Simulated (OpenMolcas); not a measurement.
**One shape, several levels: BH2Cl (SMILES BCl)**

Wanted: a comparison of 6 runs (HF/STO-3G, B3LYP/STO-3G, PBE/STO-3G, PBE0/STO-3G, r2SCAN/STO-3G, CISD/STO-3G) of BH2Cl. 

Program for the calculation: OpenMolcas 26.06.

3 further runs of the same task are left out: 1 for a known fault of the program, 2 set aside as unsound or not needed.

### 1 The structure to begin with

BH2Cl has 4 atoms, charge 0, and is taken as a singlet. As SMILES, `BCl`. One bond was lengthened or shortened from a relaxed shape.

Bond lengths: B1–Cl2 2.166 Å, B1–H3 1.190 Å, B1–H4 1.190 Å. Angles: Cl2–B1–H3 118.1°, Cl2–B1–H4 118.1°, H3–B1–H4 123.7°.

### 2 A single-point energy at HF/STO-3G (run 1)

Input file mol.input:

```
* BClH2 Hartree-Fock

&gateway
 baslib = $CurrDir
 basisset
 B.STO-3G....
 B1 -0.487115 0.125947 -0.274420 angstrom
 End of Basis
 basisset
 Cl.STO-3G....
 Cl2 1.365000 -0.395300 0.721200 angstrom
 End of Basis
 basisset
 H.STO-3G....
 H3 -1.476615 -0.455253 0.041280 angstrom
 H4 -0.457015 0.977047 -1.105720 angstrom
 End of Basis

&seward

&scf
 thresholds = 1e-10 1e-07 1e-07 1e-05
 prorbitals = 1 1
```

The basis set STO-3G is read from a file made from the Basis Set Exchange's data (not shown).

Started as:

```
$ export MOLCAS_MEM=1860
$ pymolcas mol.input > mol.log
```

The program printed:

```text
--- Start Module: gateway ---
[...]
--- Stop Module: gateway /rc=_RC_ALL_IS_WELL_ ---
--- Start Module: seward ---
[...]
      Basis functions           16
--- Stop Module: seward /rc=_RC_ALL_IS_WELL_ ---
--- Start Module: scf ---
[...]
       Convergence after  11 Iterations
[...]
::    Total SCF energy                               -480.0746614362
[...]
      Total spin, S                                     0.0000000000
[...]
      Total electronic charge=   24.000000
      Total            charge=   -0.000000
[...]
      Dipole Moment (debye):
      Origin of the operator (angstrom)=    0.8422   -0.2482    0.4402
                   X= -2.7765E+00               Y=  7.8143E-01               Z= -1.4926E+00           Total=  3.2477E+00
      Quadrupole Moment (debye*angstrom):
[...]
--- Stop Module: scf /rc=_RC_ALL_IS_WELL_ ---
[...]
```

Run time: 1.3 s. Hardware: 1 thread of Arm Neoverse V2, shared host; peak memory 0.37 GiB.

### 3 The energy at B3LYP/STO-3G (run 2)

Input file mol.input:

```
>>> EXPORT MOLCAS_PRINT=2

&GATEWAY
 BasLib=$CurrDir
 BasisSet
 B.STO-3G....
 B1 -0.487115 0.125947 -0.274420 angstrom
 End of Basis
 BasisSet
 Cl.STO-3G....
 Cl2 1.365000 -0.395300 0.721200 angstrom
 End of Basis
 BasisSet
 H.STO-3G....
 H3 -1.476615 -0.455253 0.041280 angstrom
 H4 -0.457015 0.977047 -1.105720 angstrom
 End of Basis

&SEWARD
 GridInput
 Grid=UltraFine
 End of Grid

&SCF
 KSDFT=B3LYP
 Thresholds=1e-10 1e-07 1e-07 1e-05
 PrOrbitals=1 1
```

The basis set STO-3G is read from a file made from the Basis Set Exchange's data (not shown).

Started as:

```
$ export MOLCAS_MEM=1860
$ pymolcas mol.input > mol.log
```

The program printed:

```text
--- Start Module: gateway ---
[...]
--- Stop Module: gateway /rc=_RC_ALL_IS_WELL_ ---
--- Start Module: seward ---
[...]
      Basis functions           16
--- Stop Module: seward /rc=_RC_ALL_IS_WELL_ ---
--- Start Module: scf ---
[...]
       Convergence after  11 Iterations
[...]
::    Total KS-DFT energy                            -480.8907325763
[...]
      Total spin, S                                     0.0000000000
[...]
      Total electronic charge=   24.000000
      Total            charge=   -0.000000
[...]
      Dipole Moment (debye):
      Origin of the operator (angstrom)=    0.8422   -0.2482    0.4402
                   X= -2.0983E+00               Y=  5.9056E-01               Z= -1.1280E+00           Total=  2.4544E+00
      Quadrupole Moment (debye*angstrom):
[...]
--- Stop Module: scf /rc=_RC_ALL_IS_WELL_ ---
[...]
```

It took 3 s on 1 thread of Arm Neoverse V2, shared host; peak memory 0.37 GiB.

### 4 The energy at PBE/STO-3G (run 3)

Input file mol.inp:

```
* BClH2 Kohn-Sham DFT

&GATEWAY
  BasLib=$CurrDir
  BasisSet
  B.STO-3G....
  B1 -0.487115 0.125947 -0.274420 angstrom
  End of Basis
  BasisSet
  Cl.STO-3G....
  Cl2 1.365000 -0.395300 0.721200 angstrom
  End of Basis
  BasisSet
  H.STO-3G....
  H3 -1.476615 -0.455253 0.041280 angstrom
  H4 -0.457015 0.977047 -1.105720 angstrom
  End of Basis

&SEWARD
  GridInput
  Grid=UltraFine
  End of Grid

&SCF
  KSDFT=PBE
  Thresholds=1e-10 1e-07 1e-07 1e-05
  PrOrbitals=1 1
```

The basis set STO-3G is read from a file made from the Basis Set Exchange's data (not shown).

Started as:

```
$ export MOLCAS_MEM=1860
$ pymolcas mol.inp > mol.log
```

The program printed:

```text
--- Start Module: gateway ---
[...]
--- Stop Module: gateway /rc=_RC_ALL_IS_WELL_ ---
--- Start Module: seward ---
[...]
      Basis functions           16
--- Stop Module: seward /rc=_RC_ALL_IS_WELL_ ---
--- Start Module: scf ---
[...]
       Convergence after  11 Iterations
[...]
::    Total KS-DFT energy                            -480.6356058958
[...]
      Total spin, S                                     0.0000000000
[...]
      Total electronic charge=   24.000000
      Total            charge=   -0.000000
[...]
      Dipole Moment (debye):
      Origin of the operator (angstrom)=    0.8422   -0.2482    0.4402
                   X= -1.8735E+00               Y=  5.2728E-01               Z= -1.0071E+00           Total=  2.1914E+00
      Quadrupole Moment (debye*angstrom):
[...]
--- Stop Module: scf /rc=_RC_ALL_IS_WELL_ ---
[...]
```

It took 2.8 s on 1 thread of Arm Neoverse V2, shared host; peak memory 0.37 GiB.

Runs 4 to 5 aren't shown in full; the table further down has their settings and results.

### 5 A single-point energy at CISD/STO-3G (run 6)

Input file mol.inp:

```
* BClH2 CISD

&gateway
  baslib=$CurrDir
  basisset
  B.STO-3G....
  B1 -0.487115 0.125947 -0.274420 angstrom
  End of Basis
  basisset
  Cl.STO-3G....
  Cl2 1.365000 -0.395300 0.721200 angstrom
  End of Basis
  basisset
  H.STO-3G....
  H3 -1.476615 -0.455253 0.041280 angstrom
  H4 -0.457015 0.977047 -1.105720 angstrom
  End of Basis

&seward

&scf
  thresholds=1e-10 1e-07 1e-07 1e-05
  prorbitals=1 1

&motra
  frozen=6

&guga
  electrons=12
  spin=1
  inactive=6
  active=0
  ciall=1

&cpf
  sdci
```

The basis set STO-3G is read from a file made from the Basis Set Exchange's data (not shown).

Started as:

```
$ export MOLCAS_MEM=1860
$ pymolcas mol.inp > mol.log
```

The program printed:

```text
--- Start Module: gateway ---
[...]
--- Stop Module: gateway /rc=_RC_ALL_IS_WELL_ ---
[...]
      Basis functions           16
[...]
       Convergence after  11 Iterations
[...]
::    Total SCF energy                               -480.0746614362
[...]
      Total spin, S                                     0.0000000000
[...]
      *** WARNING: Default frozen orbitals is overwritten by user input.
      *** Default values:   6
[...]
--- Start Module: guga ---
[...]
--- Stop Module: guga /rc=_RC_ALL_IS_WELL_ ---
--- Start Module: cpf ---
[...]
      Active orbitals                            0       0
[...]
      Spin quantum number                      0.0
[...]
     FINAL CI ENERGY          -480.13792806
     FINAL CORRELATION ENERGY   -0.06326662  REFERENCE ENERGY    -480.07466144
[...]
     REL. CI ENERGY           -480.13792806
[...]
      Total electronic charge=   24.000000
      Total            charge=    0.000000
[...]
      Dipole Moment (debye):
      Origin of the operator (angstrom)=    0.8422   -0.2482    0.4402
                   X= -2.0492E+00               Y=  5.7673E-01               Z= -1.1016E+00           Total=  2.3969E+00
      Quadrupole Moment (debye*angstrom):
[...]
--- Stop Module: cpf /rc=_RC_ALL_IS_WELL_ ---
[...]
```

Run time: 1.4 s. Hardware: 1 thread of Arm Neoverse V2, shared host; peak memory 0.37 GiB.

### 6 Overview of the runs

```csv
run,level,integration grid,frozen core orbitals,energy (Eh),dipole moment (D) of the reference,HOMO energy (eV),LUMO energy (eV),wall time
1,HF/STO-3G,–,–,-480.074661,3.25,-9.76,4.65,1.3 s
2,B3LYP/STO-3G,UltraFine,–,-480.890733,2.45,-6.10,-0.63,3 s
3,PBE/STO-3G,UltraFine,–,-480.635606,2.19,-4.95,-1.58,2.8 s
4,PBE0/STO-3G,UltraFine,–,-480.713205,2.58,-6.39,-0.39,2.9 s
5,r2SCAN/STO-3G,UltraFine,–,-480.860565,2.45,-5.22,-1.12,3.6 s
6,CISD/STO-3G,–,6,-480.137928,3.25,-9.76,4.65,1.4 s
```

### 7 Summary of results

| quantity | value |
| --- | --- |
| run 6: total energy | -480.13793 Eh |
| run 6: dipole moment (mean-field density) | 3.25 D |
| run 6: HOMO energy (Hartree–Fock orbitals) | -9.76 eV |
| run 6: LUMO energy (Hartree–Fock orbitals) | 4.65 eV |
| run 6: HOMO–LUMO gap (Hartree–Fock orbitals) | 14.41 eV |
| run 6: correlation energy (6 core orbitals frozen) | -63.3 mEh |

In words: Over runs 1, 2, 3, 4, 5 the dipole moment (its size) runs from 2.19 D (PBE/STO-3G) to 3.25 D (HF/STO-3G). Over runs 1, 2, 3, 4, 5 the HOMO–LUMO gap runs from 3.37 eV (PBE/STO-3G) to 14.41 eV (HF/STO-3G). Exact exchange widens orbital gaps. Totals of different functionals can't be ranked against each other. In runs 1, 2, 3, 4, 5, 6 the basis is minimal, so the values are rough. All runs together took 15 s, the longest 3.6 s.
